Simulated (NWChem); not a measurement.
All runs are NWChem calculations. System: acetonitrile (C$_{2}$H$_{3}$N), charge 0, spin multiplicity 1, at a geometry optimised with B3LYP/def2-SVP. Level: RHF/def2-TZVP.

Part of the output:

```
             Northwest Computational Chemistry Package (NWChem) 7.3.0
             --------------------------------------------------------

                                NWChem Input Module
                                -------------------

 Scaling coordinates for geometry "geometry" by  1.889725989
 (inverse scale =  0.529177249)

 Turning off AUTOSYM since
 SYMMETRY directive was detected!

                             Geometry "geometry" -> ""
                             -------------------------

 Output coordinates in angstroms (scale by  1.889725989 to convert to a.u.)

  No.       Tag          Charge          X              Y              Z
 ---- ---------------- ---------- -------------- -------------- --------------
    1 C                    6.0000     0.00966800    -1.17910200     0.00000000
    2 C                    6.0000    -0.00231900     0.28088800     0.00000000
    3 N                    7.0000    -0.01179000     1.43905600     0.00000000
    4 H                    1.0000    -0.50311200    -1.56561500     0.89363400
    5 H                    1.0000    -0.50311200    -1.56561500    -0.89363400
    6 H                    1.0000     1.04465700    -1.55287800     0.00000000

 Effective nuclear repulsion energy (a.u.)      58.2834310453

            Nuclear Dipole moment (a.u.)
            ----------------------------
        X                 Y               Z
 ---------------- ---------------- ----------------
    -0.0000056692    -0.0000000000     0.0000000000

      Symmetry information
      --------------------

 Group name             Cs
 Group number              2
 Group order               2
 No. of unique centers     5

      Symmetry unique atoms

     1    2    3    4    6


 Summary of "ao basis" -> "" (spherical)
 ------------------------------------------------------------------------------
       Tag                 Description            Shells   Functions and Types
 ---------------- ------------------------------  ------  ---------------------
 *                         def2-tzvp                  on all atoms

 Summary of "ao basis" -> "ao basis" (spherical)
 ------------------------------------------------------------------------------
       Tag                 Description            Shells   Functions and Types
 ---------------- ------------------------------  ------  ---------------------
 C                         def2-tzvp                11       31   5s3p2d1f
[...]
              MO Center= -3.9D-02,  7.0D-01,  7.0D-12, r^2= 1.7D+00
   Bfn.  Coefficient  Atom+Function         Bfn.  Coefficient  Atom+Function
  ----- ------------  ---------------      ----- ------------  ---------------
    70      0.304300  3 N  pz                73      0.275033  3 N  pz
    39      0.257191  2 C  pz                42      0.238732  2 C  pz

 Vector   11  Occ=2.000000D+00  E=-4.612353D-01  Symmetry=a'
              MO Center=  2.7D-02,  7.0D-01, -2.8D-12, r^2= 1.7D+00
   Bfn.  Coefficient  Atom+Function         Bfn.  Coefficient  Atom+Function
  ----- ------------  ---------------      ----- ------------  ---------------
    68      0.304291  3 N  px                71      0.275025  3 N  px
    37      0.257182  2 C  px                40      0.238724  2 C  px

 Vector   12  Occ=0.000000D+00  E= 1.182923D-01  Symmetry=a'
              MO Center=  1.1D-02, -1.4D+00, -3.1D-15, r^2= 6.3D+00
   Bfn.  Coefficient  Atom+Function         Bfn.  Coefficient  Atom+Function
  ----- ------------  ---------------      ----- ------------  ---------------
     5      5.507982  1 C  s                 36     -2.792397  2 C  s
    96     -1.934146  4 H  s                102     -1.934146  5 H  s
   108     -1.934193  6 H  s                 67      1.835053  3 N  s
     4     -0.626211  1 C  s                 75     -0.557748  3 N  py
    44     -0.389677  2 C  py                 3      0.307614  1 C  s

 Vector   13  Occ=0.000000D+00  E= 1.714770D-01  Symmetry=a"
              MO Center= -3.5D-01, -7.5D-01,  2.9D-12, r^2= 4.9D+00
   Bfn.  Coefficient  Atom+Function         Bfn.  Coefficient  Atom+Function
  ----- ------------  ---------------      ----- ------------  ---------------
    96      1.902615  4 H  s                102     -1.902615  5 H  s
    14     -1.358971  1 C  pz                76      0.385613  3 N  pz
    42     -0.215855  2 C  pz                45     -0.202463  2 C  pz
    70      0.188901  3 N  pz                39     -0.176974  2 C  pz
    73      0.166121  3 N  pz

 Vector   14  Occ=0.000000D+00  E= 1.714774D-01  Symmetry=a'
              MO Center=  3.7D-01, -7.5D-01,  1.2D-10, r^2= 4.9D+00
   Bfn.  Coefficient  Atom+Function         Bfn.  Coefficient  Atom+Function
  ----- ------------  ---------------      ----- ------------  ---------------
   108      2.196855  6 H  s                 12     -1.358924  1 C  px
    96     -1.098583  4 H  s                102     -1.098583  5 H  s
    74      0.385607  3 N  px                40     -0.215850  2 C  px
    43     -0.202476  2 C  px                68      0.188894  3 N  px
    37     -0.176969  2 C  px                71      0.166114  3 N  px

 center of mass
 --------------
 x =  -0.00175836 y =   0.21427017 z =   0.00000000

 moments of inertia (a.u.)
 ------------------
         196.701448886593           1.518051023704           0.000000000000
           1.518051023704          11.508864822567           0.000000000000
           0.000000000000           0.000000000000         196.713905978561

  Mulliken analysis of the total density
  --------------------------------------

    Atom       Charge   Shell Charges
 -----------   ------   -------------------------------------------------------
    1 C    6     6.18   0.85  1.12  0.47  0.62  0.08  1.26  1.35  0.34  0.02  0.04  0.00
    2 C    6     6.11   0.86  1.12  0.51  0.67  0.08  1.22  1.19  0.33  0.03  0.08  0.02
    3 N    7     7.18   0.82  1.15  0.59  0.88  0.26  1.36  1.43  0.62  0.01  0.04  0.00
    4 H    1     0.84   0.26  0.48  0.09  0.02
    5 H    1     0.84   0.26  0.48  0.09  0.02
    6 H    1     0.84   0.26  0.48  0.09  0.02

       Multipole analysis of the density wrt the origin
       ------------------------------------------------

     L   x y z        total         open         nuclear
     -   - - -        -----         ----         -------
     0   0 0 0      0.000000      0.000000     22.000000

     1   1 0 0      0.013660      0.000000     -0.000006
     1   0 1 0     -1.666789      0.000000     -0.000000
     1   0 0 1      0.000000      0.000000      0.000000

     2   2 0 0    -13.265428      0.000000      5.710552
     2   1 1 0      0.019660      0.000000     -0.849686
     2   1 0 1      0.000000      0.000000      0.000000
     2   0 2 0    -15.663224      0.000000    109.363786
     2   0 1 1     -0.000000      0.000000      0.000000
     2   0 0 2    -13.265280      0.000000      5.703573

 Task  times  cpu:        5.2s     wall:        5.2s

 Total times  cpu:        5.2s     wall:        5.2s
```

Task: Write an NWChem input that would produce this output.

Result: Several could match; the one computed here: 
```
start mol
memory heap 200 mb stack 900 mb global 1100 mb
geometry units angstroms nocenter noautoz
  C      0.009668    -1.179102     0.000000
  C     -0.002319     0.280888     0.000000
  N     -0.011790     1.439056     0.000000
  H     -0.503112    -1.565615     0.893634
  H     -0.503112    -1.565615    -0.893634
  H      1.044657    -1.552878     0.000000
  symmetry group Cs
end
basis spherical
  * library def2-tzvp
end
scf
  rhf
  nopen 0
  maxiter 100
  thresh 1e-7
  semidirect memsize 60000000 filesize 0
end
task scf energy
```
